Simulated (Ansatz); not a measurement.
Rock-salt EuS was calculated with LDA (hard PAW; Ansatz, a first-principles code).

Numerical settings: plane-wave cutoff 660 eV, 12×12×12 k mesh, Fermi–Dirac smearing 0.05 eV, no spin polarisation, no spin polarisation.

Computed at the level's own relaxed cell.

Problem. Give the computed volume per atom and equilibrium lattice constant a.

Solution. 
* **volume per atom**: 20.02 Å³/atom
* **equilibrium lattice constant a**: 5.431 Å

Measured, for comparison: equilibrium volume per atom 26.60 Å³/atom (room temperature, no zero-point or thermal correction; as tabulated in Sci. Rep., doi 10.1038/s41598-022-05321-9); lattice constant a 5.97 ± 0.02 Å (room temperature, no zero-point or thermal correction, our sources range from 5.956 to 5.970; as tabulated in Sci. Rep., doi 10.1038/s41598-022-05321-9). Computed (rounded) less measured: equilibrium volume per atom -24.7 %, lattice constant a -9.0 % (-8.8 % to -9.0 % over the range).

Note: the run has no spin polarisation, so it can have missed a magnetic state; the 4f shell is treated without U or exact exchange, so its levels and filling can be wrong.

Spin–orbit coupling is not included.

The computed numbers hold no vibrational or temperature effects.

It cost roughly 8 core-minutes of CPU time.
